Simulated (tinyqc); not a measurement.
Inside a calculation. Method: CCSD on RHF in the sto-3g basis, frozen core, for HF, spin multiplicity 1. One step of it, computed by the program tinyqc.

Problem. Orthogonalisation. S = U s U^T; symmetric (Loewdin) form X = U s^(-1/2) U^T, so that X^T S X = 1.

overlap S:
```
           1F 1s     1F 2s    1F 2px    1F 2py    1F 2pz     2H 1s
1F 1s   1.000000  0.237990  0.000000  0.000000  0.000000  0.054128
1F 2s   0.237990  1.000000  0.000000  0.000000  0.000000  0.474758
1F 2px  0.000000  0.000000  1.000000  0.000000  0.000000  0.000000
1F 2py  0.000000  0.000000  0.000000  1.000000  0.000000  0.000000
1F 2pz  0.000000  0.000000  0.000000  0.000000  1.000000  0.362014
2H 1s   0.054128  0.474758  0.000000  0.000000  0.362014  1.000000
```

Give: eigenvalues of S; X.

Solution.

eigenvalues of S: 0.3865  0.8460  1.0000  1.0000  1.1216  1.6459

X:
```
          1F 1s    1F 2s  1F 2px  1F 2py   1F 2pz    2H 1s
1F 1s    1.0234  -0.1346  0.0000  0.0000  -0.0083   0.0239
1F 2s   -0.1346   1.1433  0.0000  0.0000   0.0905  -0.3180
1F 2px   0.0000   0.0000  1.0000  0.0000   0.0000   0.0000
1F 2py   0.0000   0.0000  0.0000  1.0000   0.0000   0.0000
1F 2pz  -0.0083   0.0905  0.0000  0.0000   1.0676  -0.2383
2H 1s    0.0239  -0.3180  0.0000  0.0000  -0.2383   1.1850
```
